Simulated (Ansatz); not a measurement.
C$_{2}$H$_{3}$Si (SMILES [CH-]=C=[SiH2]) (charge -1), singlet: a single point displaced at random from a GFN2-xTB minimum.

Input (in.yaml):

```yaml
crystal:
  periodic: [false, false, false]
  atoms:
    - {symbol: C, position_ang: [-0.604700, -1.560500, -0.115900]}
    - {symbol: C, position_ang: [-0.246500, -0.482200, -0.003900]}
    - {symbol: Si, position_ang: [-0.004200, 1.382000, 0.112500]}
    - {symbol: H, position_ang: [-0.866800, -2.676100, -0.264300]}
    - {symbol: H, position_ang: [0.977500, 1.638000, -0.813500]}
    - {symbol: H, position_ang: [0.562000, 1.571200, 1.413100]}
basis:
  gaussian: {orbitals: "def2-TZVPPD.json"}
total_charge: -1
correlation: {method: ccsd_t}
output: {forces: true}
```

The basis file named in the input lies beside it (Basis Set Exchange, JSON).

An equivalent command:

```bash
ansatz run in.yaml --threads 4 --pin off --events-out ev --progress --plain
```

Output of Ansatz 0.2.0:

```
Functional definition: HF
  name "HF"
  cite "Fock, Z. Phys. 61, 126 (1930) doi:10.1007/BF01340294"
  parent pbe
  exchange = exact_x
  correlation = 0
996 factors; integrals over basis functions are off by at most 1.1e-3 eV
mean field evaluation 1: about -9967.2067 eV, gradient 1.9e1 eV
mean field evaluation 2: about -9967.2089 eV, gradient 1.9e1 eV
mean field evaluation 4: about -9968.6417 eV, gradient 1.7e0 eV
mean field evaluation 8: about -9968.6583 eV, gradient 1.8e-3 eV
mean field evaluation 16: about -9968.6557 eV, gradient 6.0e-1 eV
mean field -9968.65829303 eV, -366.3414352697 hartree, gradient 2.1e-6 eV, S^2 0.000000; 0 other end points of the search recorded, 0 dependent functions left out
7 core orbitals not correlated: weight in the atoms' cores, before any rotation towards them, 1.000 or more for the frozen orbitals, at most 0.000 for the correlated occupied ones
reference -9968.65829303 eV, -366.3414352697 hartree; 8, 8 occupied and 158, 158 virtual orbitals, 996 factors
second order -11.79894968 eV of doubles, -0.00000000 eV of singles
cycle   1  -12.13431617 eV  change   -3.4e-1 eV  update   9.1e-2
cycle   2  -12.52707082 eV  change   -3.9e-1 eV  update   2.9e-2
cycle   3  -12.59452130 eV  change   -6.7e-2 eV  update   1.4e-2
cycle   4  -12.59092575 eV  change    3.6e-3 eV  update   4.1e-3
cycle   5  -12.59190928 eV  change   -9.8e-4 eV  update   2.0e-3
cycle   6  -12.59171456 eV  change    1.9e-4 eV  update   6.7e-4
cycle   7  -12.59146126 eV  change    2.5e-4 eV  update   3.6e-4
cycle   8  -12.59142889 eV  change    3.2e-5 eV  update   1.7e-4
cycle   9  -12.59143077 eV  change   -1.9e-6 eV  update   6.5e-5
cycle  10  -12.59140230 eV  change    2.8e-5 eV  update   2.4e-5
cycle  11  -12.59139694 eV  change    5.4e-6 eV  update   9.5e-6
cycle  12  -12.59140313 eV  change   -6.2e-6 eV  update   4.3e-6
perturbative correction -0.62975278 eV, -0.0231429878 hartree
the calculation of the forces begins
Total energy: -9981.87944894 eV, -366.8273037878 hartree
Atom 0 at    -0.604700    -1.560500    -0.115900 Å, force    -3.671310   -12.837509    -1.471947 eV/Å
Atom 1 at    -0.246500    -0.482200    -0.003900 Å, force     3.292647     9.871704     1.084152 eV/Å
Atom 2 at    -0.004200     1.382000     0.112500 Å, force    -3.705798    -0.089730     0.414866 eV/Å
Atom 3 at    -0.866800    -2.676100    -0.264300 Å, force     0.548099     2.734424     0.411377 eV/Å
Atom 4 at     0.977500     1.638000    -0.813500 Å, force     2.489009     0.326521    -1.713611 eV/Å
Atom 5 at     0.562000     1.571200     1.413100 Å, force     1.047354    -0.005411     1.275163 eV/Å
Dipole moment:     0.109448    -0.804771    -0.041056 e Å
```

Hardware: 4 CPU threads, shared host. Wall time 30 s; peak host memory 2.9 GiB.
